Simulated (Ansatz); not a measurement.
# CH3OSi (charge +1): shift of H6 from Si3 to C2, part 2 of 2

Aim: the minimum-energy path and barrier of the shift of H6 from Si3 to C2. The ends are relaxed first, then joined by a nudged elastic band. SMILES of the start: [OH+]=C=[SiH2].

Ansatz 0.2.0; RKS PBE/def2-SVP.

## Step 7: The log goes on: vibrations at the highest image of the band

Output, continued (excerpt; [...] marks lines left out):

```text
reference -10986.62667276 eV, -403.7510832208 hartree; 15, 15 occupied and 46, 46 virtual orbitals, 671 factors
[...]
671 factors; their error is unknown
[...]
mean field -10986.62661628 eV, -403.7510811452 hartree, gradient 6.4e-7 eV, S^2 0.000000; 0 other end points of the search recorded, 0 dependent functions left out
[...]
reference -10986.62664346 eV, -403.7510821440 hartree; 15, 15 occupied and 46, 46 virtual orbitals, 671 factors
[...]
671 factors; their error is unknown
mean field -10986.62661610 eV, -403.7510811386 hartree, gradient 5.8e-7 eV, S^2 0.000000; 0 other end points of the search recorded, 0 dependent functions left out
[...]
reference -10986.62664328 eV, -403.7510821374 hartree; 15, 15 occupied and 46, 46 virtual orbitals, 671 factors
[...]
671 factors; their error is unknown
mean field -10986.62666032 eV, -403.7510827638 hartree, gradient 7.2e-7 eV, S^2 0.000000; 0 other end points of the search recorded, 0 dependent functions left out
[...]
reference -10986.62667280 eV, -403.7510832225 hartree; 15, 15 occupied and 46, 46 virtual orbitals, 671 factors
WARN: phonons: modes at or below zero, which the zero-point energy, F, S and C_V leave out: 1, the lowest at -572.61 cm⁻¹. A minimum has none, and a first-order saddle one
Total energy: -10986.62670098 eV, -403.7510842579 hartree
Atom 0 at     1.094542     1.046429    -0.466673 Å, force     0.000055     0.000046    -0.000115 eV/Å
Atom 1 at     0.152476     0.278330    -0.225076 Å, force     0.000004    -0.000075     0.000127 eV/Å
Atom 2 at    -0.786996    -1.142603     0.244379 Å, force    -0.000059     0.000004    -0.000031 eV/Å
Atom 3 at     1.746062     0.813451    -1.186713 Å, force     0.000009     0.000038     0.000007 eV/Å
Atom 4 at    -2.181748    -0.565145     0.211384 Å, force     0.000014    -0.000015     0.000006 eV/Å
Atom 5 at    -0.024335    -0.430472     1.422680 Å, force    -0.000023     0.000002     0.000006 eV/Å
Dipole moment:     0.225306    -0.101688    -0.264918 e Å
Vibrations: -572.61 249.60 422.26 551.02 585.15 650.13 836.71 982.27 1707.97 1917.67 2130.89 3396.99 cm⁻¹, zero-point energy 0.832594 eV
```

Wall time 10 s (1 thread of AMD EPYC 9R45 (Zen 5), shared host); peak memory 0.12 GiB.

Of 12 modes, 1 is imaginary by more than 30 cm⁻¹ (573i cm⁻¹).

## Step 8: A trajectory let go at the top

It starts at the highest inner image of the first converged band: 200 steps of 0.5 fs at constant energy, with velocities drawn for 300 K.

The input, input.yaml:

```yaml
crystal:
  periodic: [false, false, false]
  atoms:
    - { symbol: O, position_ang: [1.094542, 1.046429, -0.466673] }
    - { symbol: C, position_ang: [0.152476, 0.27833, -0.225076] }
    - { symbol: Si, position_ang: [-0.786996, -1.142603, 0.244379] }
    - { symbol: H, position_ang: [1.746062, 0.813451, -1.186713] }
    - { symbol: H, position_ang: [-2.181748, -0.565145, 0.211384] }
    - { symbol: H, position_ang: [-0.024335, -0.430472, 1.42268] }
total_charge: 1
basis:
  gaussian: { orbitals: def2-SVP }
hamiltonian:
  xc: pbe
md:
  timestep: 0.5
  n_steps: 200
  ensemble: nve
  temperature: 300.0
  initial_velocities: maxwell_boltzmann
  seed: 9719
```

The run is started by

```bash
ansatz run input.yaml --threads 1 --pin off --max-ram 2048MiB --backend cpu --events-out ev --progress --plain --runs-dir out
```

What it wrote (excerpt; [...] marks lines left out):

```text
Warning: RAYON_NUM_THREADS=1 ignored (pool sized by the plan → 1); use --threads N
[...]
[... 1 set-up line as earlier in the session ...]
[...]
671 factors; their error is unknown
[...]
mean field -10986.62667380 eV, -403.7510832591 hartree, gradient 3.7e-5 eV, S^2 0.000000; 0 other end points of the search recorded, 0 dependent functions left out
[...]
reference -10986.62670098 eV, -403.7510842579 hartree; 15, 15 occupied and 46, 46 virtual orbitals, 671 factors
md step     0: t =     0.00 fs  T =   300.0 K  F+E_penalty+E_count = -10986.62667380 eV  E_kin = 0.155112 eV  conserved = -10986.47156180 eV  (28 SCF iters)
[...]
md step    24: t =    12.00 fs  T =    60.9 K  F+E_penalty+E_count = -10986.50261801 eV  E_kin = 0.031510 eV  conserved = -10986.47110762 eV  (31 SCF iters)
[...]
md step    48: t =    24.00 fs  T =   175.3 K  F+E_penalty+E_count = -10986.56193124 eV  E_kin = 0.090630 eV  conserved = -10986.47130128 eV  (31 SCF iters)
[...]
md step    72: t =    36.00 fs  T =   420.1 K  F+E_penalty+E_count = -10986.68854251 eV  E_kin = 0.217218 eV  conserved = -10986.47132486 eV  (31 SCF iters)
[...]
md step    96: t =    48.00 fs  T =   637.5 K  F+E_penalty+E_count = -10986.80094270 eV  E_kin = 0.329624 eV  conserved = -10986.47131832 eV  (29 SCF iters)
md step    97: t =    48.50 fs  T =   653.3 K  F+E_penalty+E_count = -10986.80919406 eV  E_kin = 0.337783 eV  conserved = -10986.47141080 eV  (27 SCF iters)
```

## Step 9: The output, continued: dynamics from the highest image of the converged band

The log, continued (excerpt; [...] marks lines left out):

```text
md step    98: t =    49.00 fs  T =   666.4 K  F+E_penalty+E_count = -10986.81603174 eV  E_kin = 0.344544 eV  conserved = -10986.47148813 eV  (29 SCF iters)
[...]
md step   123: t =    61.50 fs  T =   606.2 K  F+E_penalty+E_count = -10986.78461381 eV  E_kin = 0.313413 eV  conserved = -10986.47120061 eV  (28 SCF iters)
[...]
md step   148: t =    74.00 fs  T =   576.8 K  F+E_penalty+E_count = -10986.76951985 eV  E_kin = 0.298237 eV  conserved = -10986.47128294 eV  (30 SCF iters)
[...]
md step   173: t =    86.50 fs  T =   607.4 K  F+E_penalty+E_count = -10986.78538591 eV  E_kin = 0.314073 eV  conserved = -10986.47131297 eV  (30 SCF iters)
[...]
md step   198: t =    99.00 fs  T =   561.0 K  F+E_penalty+E_count = -10986.76152219 eV  E_kin = 0.290081 eV  conserved = -10986.47144136 eV  (31 SCF iters)
md step   199: t =    99.50 fs  T =   550.4 K  F+E_penalty+E_count = -10986.75602707 eV  E_kin = 0.284558 eV  conserved = -10986.47146921 eV  (31 SCF iters)
[...]
md step   200: t =   100.00 fs  T =   534.8 K  F+E_penalty+E_count = -10986.74796925 eV  E_kin = 0.276524 eV  conserved = -10986.47144496 eV  (28 SCF iters)
Total energy: -10986.74799774 eV, -403.7555418318 hartree
Atom 0 at     0.854537     1.105020    -0.547563 Å, force     0.836044     1.468867    -0.630578 eV/Å
Atom 1 at     0.615990    -0.047231    -0.207352 Å, force    -1.006991    -0.947407     0.358350 eV/Å
Atom 2 at    -0.858173    -0.960970     0.330233 Å, force     0.368084    -0.747499    -0.079652 eV/Å
Atom 3 at     1.659031     1.292522    -1.129546 Å, force    -0.103892    -0.217578     0.302833 eV/Å
Atom 4 at    -1.191692    -1.489828    -1.046109 Å, force    -0.158337     0.145004    -0.037535 eV/Å
Atom 5 at    -0.657947    -2.096234     1.303637 Å, force     0.065093     0.298613     0.086583 eV/Å
Dipole moment:     0.191967     0.150076    -0.150713 e Å
```

It took 84 s on 1 thread of AMD EPYC 9R45 (Zen 5), shared host; peak memory 0.13 GiB.

## Step 10: The trajectory

One step in 15; energies are changes from step 0:

```
time (fs)  T (K)  potential energy change (meV/atom)  total energy change (meV/atom)  H6–Si3 (Å)  H6–C2 (Å)
      0.0    300                                 0.0                            0.00        1.57       1.80
      7.5    136                                14.2                            0.07        1.57       1.86
     15.0     91                                18.0                            0.03        1.57       1.89
     22.5    150                                13.0                            0.07        1.56       1.92
     30.0    300                                 0.0                            0.02        1.54       1.98
     37.5    448                               -12.7                            0.06        1.53       2.18
     45.0    555                               -22.0                            0.03        1.51       2.48
     52.5    665                               -31.4                            0.06        1.51       2.73
     60.0    639                               -29.2                            0.02        1.49       2.85
     67.5    637                               -29.0                            0.05        1.49       2.82
     75.0    599                               -25.7                            0.02        1.48       2.73
     82.5    631                               -28.4                            0.06        1.50       2.70
     90.0    549                               -21.4                            0.03        1.49       2.69
     97.5    575                               -23.6                            0.05        1.51       2.81
    100.0    535                               -20.2                            0.02        1.51       2.85
```

time (fs), T (K) and a bar:
```
      0.0        300 ############
      4.5        197 #######
      8.5        128 ####
     13.0         53 
     17.5        119 ###
     21.5        153 #####
     26.0        203 #######
     30.5        305 ############
     35.0        400 ################
     39.0        485 #####################
     43.5        498 #####################
     48.0        638 ############################
     52.0        663 #############################
     56.5        684 ##############################
     61.0        617 ###########################
     65.0        641 ############################
     69.5        624 ###########################
     74.0        577 #########################
     78.5        622 ###########################
     82.5        631 ###########################
     87.0        589 #########################
     91.5        528 #######################
     95.5        585 #########################
    100.0        535 #######################
```

The last frame stands with the bonds of end A.

## Step 11: Dynamics from the top

It starts at the highest inner image of the first converged band: 200 steps of 0.5 fs at constant energy, with velocities drawn for 100 K.

input.yaml, as its differences from that of step 8:

```diff
@@ -18,4 +18,4 @@
   ensemble: nve
-  temperature: 300.0
+  temperature: 100.0
   initial_velocities: maxwell_boltzmann
-  seed: 9719
+  seed: 9720
```

The run is started by

```bash
ansatz run input.yaml --threads 1 --pin off --max-ram 2048MiB --backend cpu --events-out ev --progress --plain --runs-dir out
```

What it wrote (excerpt; [...] marks lines left out):

```text
Warning: RAYON_NUM_THREADS=1 ignored (pool sized by the plan → 1); use --threads N
[...]
[... 1 set-up line as earlier in the session ...]
[...]
671 factors; their error is unknown
[...]
mean field -10986.62667380 eV, -403.7510832591 hartree, gradient 3.7e-5 eV, S^2 0.000000; 0 other end points of the search recorded, 0 dependent functions left out
[...]
reference -10986.62670098 eV, -403.7510842579 hartree; 15, 15 occupied and 46, 46 virtual orbitals, 671 factors
md step     0: t =     0.00 fs  T =   100.0 K  F+E_penalty+E_count = -10986.62667380 eV  E_kin = 0.051704 eV  conserved = -10986.57496980 eV  (28 SCF iters)
[...]
md step    24: t =    12.00 fs  T =    67.2 K  F+E_penalty+E_count = -10986.60930110 eV  E_kin = 0.034720 eV  conserved = -10986.57458115 eV  (30 SCF iters)
[...]
md step    48: t =    24.00 fs  T =   731.4 K  F+E_penalty+E_count = -10986.95336687 eV  E_kin = 0.378158 eV  conserved = -10986.57520926 eV  (29 SCF iters)
[...]
md step    72: t =    36.00 fs  T =   948.3 K  F+E_penalty+E_count = -10987.06505893 eV  E_kin = 0.490303 eV  conserved = -10986.57475572 eV  (31 SCF iters)
[...]
md step    96: t =    48.00 fs  T =  1164.1 K  F+E_penalty+E_count = -10987.17662152 eV  E_kin = 0.601892 eV  conserved = -10986.57472952 eV  (28 SCF iters)
md step    97: t =    48.50 fs  T =  1231.1 K  F+E_penalty+E_count = -10987.21128543 eV  E_kin = 0.636549 eV  conserved = -10986.57473678 eV  (29 SCF iters)
```

## Step 12: More of the same log: dynamics from the highest image of the converged band

Output, continued (excerpt; [...] marks lines left out):

```text
md step    98: t =    49.00 fs  T =  1311.4 K  F+E_penalty+E_count = -10987.25282012 eV  E_kin = 0.678031 eV  conserved = -10986.57478928 eV  (29 SCF iters)
[...]
md step   123: t =    61.50 fs  T =  1106.2 K  F+E_penalty+E_count = -10987.14714019 eV  E_kin = 0.571963 eV  conserved = -10986.57517721 eV  (30 SCF iters)
[...]
md step   148: t =    74.00 fs  T =   937.0 K  F+E_penalty+E_count = -10987.05984668 eV  E_kin = 0.484460 eV  conserved = -10986.57538647 eV  (30 SCF iters)
[...]
md step   173: t =    86.50 fs  T =  1087.9 K  F+E_penalty+E_count = -10987.13858764 eV  E_kin = 0.562500 eV  conserved = -10986.57608758 eV  (30 SCF iters)
[...]
md step   198: t =    99.00 fs  T =  1140.8 K  F+E_penalty+E_count = -10987.16527860 eV  E_kin = 0.589855 eV  conserved = -10986.57542358 eV  (31 SCF iters)
md step   199: t =    99.50 fs  T =  1200.3 K  F+E_penalty+E_count = -10987.19631799 eV  E_kin = 0.620620 eV  conserved = -10986.57569800 eV  (31 SCF iters)
[...]
md step   200: t =   100.00 fs  T =  1241.4 K  F+E_penalty+E_count = -10987.21782915 eV  E_kin = 0.641833 eV  conserved = -10986.57599585 eV  (29 SCF iters)
Total energy: -10987.21785594 eV, -403.7728088021 hartree
Atom 0 at     0.967491     0.827279    -0.613393 Å, force    -0.140059     0.904435     0.527598 eV/Å
Atom 1 at     0.179701     0.406612     0.342211 Å, force     1.247133     0.481563    -1.241045 eV/Å
Atom 2 at    -0.717575    -1.126180     0.117083 Å, force    -1.617589    -1.706022     0.094702 eV/Å
Atom 3 at     0.898501     0.357412    -1.482498 Å, force     0.142564    -0.092894     0.162958 eV/Å
Atom 4 at    -1.802700    -0.040472    -0.217679 Å, force     0.041268    -0.199955    -0.028770 eV/Å
Atom 5 at     0.202123     0.993094     1.263391 Å, force     0.326683     0.612873     0.484558 eV/Å
Dipole moment:    -0.130056    -0.095236    -0.059160 e Å
```

Wall time 88 s (1 thread of AMD EPYC 9R45 (Zen 5), shared host); peak memory 0.12 GiB.

## Step 13: The trajectory

The trajectory, every 15 steps (energies from step 0):

```
time (fs)  T (K)  potential energy change (meV/atom)  total energy change (meV/atom)  H6–Si3 (Å)  H6–C2 (Å)
      0.0    100                                 0.0                            0.00        1.57       1.80
      7.5     60                                 3.5                            0.05        1.60       1.77
     15.0    124                                -2.1                            0.03        1.58       1.63
     22.5    547                               -38.5                            0.06        1.72       1.38
     30.0   1141                               -89.9                           -0.15        1.97       1.14
     37.5   1039                               -81.1                           -0.12        2.09       1.22
     45.0    983                               -76.2                           -0.09        2.14       1.19
     52.5   1711                              -139.1                           -0.33        2.48       1.11
     60.0    932                               -71.6                            0.11        2.77       1.20
     67.5    951                               -73.4                           -0.08        2.62       1.10
     75.0   1060                               -82.9                           -0.13        2.76       1.11
     82.5    833                               -63.1                            0.08        2.96       1.19
     90.0    694                               -51.2                           -0.07        2.65       1.10
     97.5    915                               -70.2                           -0.05        2.55       1.10
    100.0   1241                               -98.5                           -0.17        2.58       1.09
```

time (fs), T (K) and a bar:
```
      0.0        100 #
      4.5         63 
      8.5         77 
     13.0         77 
     17.5        199 ##
     21.5        443 #######
     26.0        853 ##############
     30.5       1179 ####################
     35.0        930 ###############
     39.0        995 #################
     43.5        843 ##############
     48.0       1164 ####################
     52.0       1748 ##############################
     56.5       1110 ###################
     61.0       1033 #################
     65.0       1181 ####################
     69.5        735 ############
     74.0        937 ################
     78.5       1120 ###################
     82.5        833 ##############
     87.0       1051 ##################
     91.5        474 #######
     95.5        553 #########
    100.0       1241 #####################
```

Bonds that form or break, judged by distance (formed within 1.15 times the sum of covalent radii and held on average over 12 fs, broken when stretched by half; pairs already stretched at the start don't count as bonds):

```
time (fs)    bond   event
     26.0   C2–H6   forms
     45.0  Si3–H6  breaks
```

The last frame stands with the bonds of end B.

## Step 14: Results

The summary covers parts 1 to 2.

| quantity | value |
| --- | --- |
| end A | 13 moves, 0.304 eV lower |
| end B | 10 moves, 0.994 eV lower |
| barrier forwards | 0.38 eV |
| barrier backwards | 0.95 eV |
| second end relative to first | -0.572 eV |
| highest image | 3 of 0 to 6, climbing |
| band iterations | 20 |
| imaginary modes at the top | 573i cm⁻¹ |
| trajectory at 300 K, after 100 fs | with the bonds of end A, at 535 K |
| trajectory at 100 K, after 100 fs | with the bonds of end B, at 1241 K |

**Reading.** Along this path the system climbs 0.38 eV from the first end (15 kT at 300 K). The second end lies 0.57 eV below the first, so the way back costs 0.95 eV. By distance, end A alone has Si3–H6 and end B alone has C2–H6. One imaginary mode, as a first-order saddle point has. These are electronic energies, with no zero-point or thermal terms. Tunnelling, which matters where hydrogen moves, is missing too. Semilocal functionals tend to give barriers that are too low.
